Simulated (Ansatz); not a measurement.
Molecular dynamics of C$_{2}$H$_{3}$N

The input (input.yaml):

```yaml
crystal:
  periodic: [false, false, false]
  atoms:
    - { symbol: C, position_ang: [-0.902907, -0.392712, 0.433122] }
    - { symbol: C, position_ang: [0.21915, -0.277027, -0.356605] }
    - { symbol: "N", position_ang: [0.069654, 0.883416, 0.488357] }
    - { symbol: H, position_ang: [-0.906645, -0.20743, -0.945025] }
    - { symbol: H, position_ang: [0.960477, -0.748133, -1.020923] }
    - { symbol: H, position_ang: [0.602272, 0.677884, 1.354774] }
magnetization:
  spin_polarized: true
basis:
  gaussian: { orbitals: def2-SVP }
hamiltonian:
  xc: pbe
  dispersion: d4
md:
  timestep: 0.5
  n_steps: 200
  ensemble: nve
  temperature: 300.0
  initial_velocities: maxwell_boltzmann
  seed: 4297
```

Run as:

```bash
$ ansatz run input.yaml --threads 1 --pin off --max-ram 2048MiB --backend cpu --events-out ev --progress --plain --runs-dir out
```

It starts at the highest image of a converged band, a first-order saddle point between two minima.

Output, in part (step lines, the closing report, with atoms numbered from 0):

```
md step     0: t =     0.00 fs  T =   300.0 K  F+E_penalty+E_count = -3599.70215259 eV  E_kin = 0.155112 eV  conserved = -3599.54704060 eV  (30 SCF iters)
md step     1: t =     0.50 fs  T =   292.4 K  F+E_penalty+E_count = -3599.69815369 eV  E_kin = 0.151174 eV  conserved = -3599.54697938 eV  (32 SCF iters)
md step     2: t =     1.00 fs  T =   272.7 K  F+E_penalty+E_count = -3599.68782141 eV  E_kin = 0.140999 eV  conserved = -3599.54682253 eV  (32 SCF iters)
md step     3: t =     1.50 fs  T =   245.6 K  F+E_penalty+E_count = -3599.67359557 eV  E_kin = 0.126974 eV  conserved = -3599.54662205 eV  (32 SCF iters)
md step     4: t =     2.00 fs  T =   216.9 K  F+E_penalty+E_count = -3599.65859196 eV  E_kin = 0.112145 eV  conserved = -3599.54644647 eV  (32 SCF iters)
md step     5: t =     2.50 fs  T =   191.8 K  F+E_penalty+E_count = -3599.64554456 eV  E_kin = 0.099193 eV  conserved = -3599.54635167 eV  (32 SCF iters)
md step     6: t =     3.00 fs  T =   173.3 K  F+E_penalty+E_count = -3599.63594387 eV  E_kin = 0.089588 eV  conserved = -3599.54635596 eV  (32 SCF iters)
md step     7: t =     3.50 fs  T =   161.1 K  F+E_penalty+E_count = -3599.62974684 eV  E_kin = 0.083312 eV  conserved = -3599.54643504 eV  (33 SCF iters)
[... lines left out ...]
Total energy: -3601.01078606 eV, -132.3347055348 hartree
Atom 0 at    -0.829407    -0.282262     0.234998 Å, force    -3.838301    -0.307593    -0.119180 eV/Å
Atom 1 at     0.297420    -0.452859    -0.299051 Å, force     4.742533     0.481827    -0.284190 eV/Å
Atom 2 at     0.006312     0.980051     0.463801 Å, force    -1.048044    -2.561129     2.129794 eV/Å
Atom 3 at    -1.857199    -0.771351     0.382450 Å, force     1.150944     0.970318    -0.007115 eV/Å
Atom 4 at     1.388578    -0.692562    -0.467092 Å, force    -1.569475    -0.336133    -0.418203 eV/Å
Atom 5 at     0.196470     0.622476     1.489684 Å, force     0.562343     1.752710    -1.301106 eV/Å
Dipole moment:     0.024090    -0.446700     0.149132 e Å
```

The steps, from the saved trajectory:

| time (fs) | T (K) | potential energy less start (eV) | conserved less start (meV/atom) |
| --- | --- | --- | --- |
| 0 | 300 | 0.000 | 0.00 |
| 3 | 173 | 0.066 | 0.11 |
| 6 | 114 | 0.097 | 0.08 |
| 9 | 132 | 0.088 | 0.10 |
| 12 | 284 | 0.009 | 0.14 |
| 15 | 782 | -0.248 | 0.13 |
| 18 | 1749 | -0.749 | 0.08 |
| 21 | 2876 | -1.333 | -0.17 |
| 24 | 3221 | -1.511 | -0.20 |
| 27 | 2832 | -1.309 | -0.03 |
| 30 | 2727 | -1.255 | -0.06 |
| 33 | 2718 | -1.251 | -0.08 |
| 36 | 2250 | -1.009 | -0.05 |
| 39 | 1689 | -0.718 | 0.07 |
| 42 | 1532 | -0.637 | 0.01 |
| 45 | 1688 | -0.718 | 0.00 |
| 48 | 2005 | -0.882 | -0.11 |
| 51 | 2017 | -0.888 | -0.09 |
| 54 | 1728 | -0.738 | -0.05 |
| 57 | 1443 | -0.590 | 0.18 |
| 60 | 2133 | -0.947 | 0.06 |
| 63 | 3376 | -1.592 | -0.25 |
| 66 | 3550 | -1.682 | -0.34 |
| 69 | 2316 | -1.043 | -0.05 |
| 72 | 1159 | -0.444 | 0.09 |
| 75 | 1010 | -0.367 | 0.06 |
| 78 | 1715 | -0.732 | -0.05 |
| 81 | 2432 | -1.104 | -0.22 |
| 84 | 2544 | -1.161 | -0.13 |
| 87 | 2136 | -0.950 | -0.18 |
| 90 | 1403 | -0.569 | 0.16 |
| 93 | 1835 | -0.793 | 0.04 |
| 96 | 2902 | -1.347 | -0.25 |
| 99 | 3004 | -1.399 | -0.19 |

The run went to its last step. The conserved energy stayed within 0.45 meV per atom of its start (net change -0.11 meV per atom), so the integration is sound. The kinetic energy rose, since the run started high on the potential surface and went downhill. A run of 0.1 ps of so small a system gives no equilibrium averages. The orbitals were unrestricted but ended closed-shell.

Between its relaxed ends the band would form C2–H4 and break C1–H4. These pairs go: C2–H4 1.27 → 2.28 Å, C1–H4 1.39 → 1.15 Å. In the last frame they stand as before the step (other bonds may differ from the relaxed reactants and products). It ends as one piece, C2H3N. Pairs count as bonded within 1.25 times the sum of covalent radii (0.12 Å more for H–H).

Last frame:

```xyz
6
Properties=species:S:1:pos:R:3
C -0.829 -0.282 0.235
C 0.297 -0.453 -0.299
N 0.006 0.980 0.464
H -1.857 -0.771 0.382
H 1.389 -0.693 -0.467
H 0.197 0.623 1.490
```

Time of the run: 12 min on 1 thread of Intel(R) Xeon(R) Processor @ 2.50GHz (Skylake/Cascade Lake), with other jobs on the host, peak memory 0.14 GiB.
